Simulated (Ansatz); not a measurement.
Input file:

```yaml
crystal:
  periodic: [false, false, false]
  atoms:
    - {symbol: Ge, position_ang: [0.000000, -0.020787, 0.000000]}
    - {symbol: H, position_ang: [0.000000, 0.749032, -1.334401]}
    - {symbol: H, position_ang: [0.000000, 0.749032, 1.334401]}
basis:
  gaussian: {orbitals: cc-pVTZ}
total_charge: 1
magnetization: {spin_polarized: false, initial_magnetization: 3}
correlation: {method: fic_mrcisd_q, electrons: outside_noble_gas, active_space: {window: {electrons: 5, orbitals: 6}, shells: [{species: Ge, l: s, shell: 4}, {species: Ge, l: p, shell: 4}, {species: H, l: s, shell: 1}]}}
```

```sh
$ ansatz run in.yaml --threads 1 --pin off --events-out ev --progress --plain --max-ram 4160MiB --backend cpu
```

Output:

```
798 factors; integrals over basis functions are off by at most 1.3e-7 eV
mean field evaluation 1: about -56492.0070 eV, gradient 8.0e0 eV
mean field evaluation 2: about -56492.0134 eV, gradient 8.0e0 eV
mean field evaluation 4: about -56492.5746 eV, gradient 8.8e-1 eV
mean field evaluation 8: about -56492.5794 eV, gradient 6.0e-4 eV
mean field evaluation 16: about -56492.5769 eV, gradient 7.9e-2 eV
mean field -56492.57941116 eV, -2076.0640013145 hartree, gradient 1.6e-6 eV, S^2 3.750000; 2 other end points of the search recorded, 0 dependent functions left out
reference -56492.57941116 eV, -2076.0640013145 hartree; 18, 15 occupied and 53, 56 virtual orbitals, 798 factors
state -56493.62016321 eV, -2076.1022482468 hartree
contracted CI cycle   1: correlation 0.00000000 eV, 0.0000000000 hartree, residual 8.99e0 eV
contracted CI cycle   2: correlation -1.32982375 eV, -0.0488701213 hartree, residual 1.92e0 eV
contracted CI cycle   3: correlation -1.38458521 eV, -0.0508825679 hartree, residual 4.50e-1 eV
contracted CI cycle   4: correlation -1.38744740 eV, -0.0509877513 hartree, residual 1.21e-1 eV
contracted CI cycle   5: correlation -1.38764716 eV, -0.0509950926 hartree, residual 2.98e-2 eV
contracted CI cycle   6: correlation -1.38765991 eV, -0.0509955612 hartree, residual 7.56e-3 eV
contracted CI cycle   7: correlation -1.38766066 eV, -0.0509955885 hartree, residual 1.75e-3 eV
contracted CI cycle   8: correlation -1.38766070 eV, -0.0509955900 hartree, residual 4.17e-4 eV
state -56493.62016321 eV, -2076.1022482468 hartree; corrected -56495.05564248 eV, -2076.1550011372 hartree
Total energy: -56495.05564248 eV, -2076.1550011372 hartree
Checks for a lower state left out: starts, orbital_swaps
```

For the same geometry and basis full CI lies 4.3 meV lower.

Ran on 1 thread of AMD EPYC 7R13, shared host: 2.9 s wall, 0.2 GiB peak host memory.
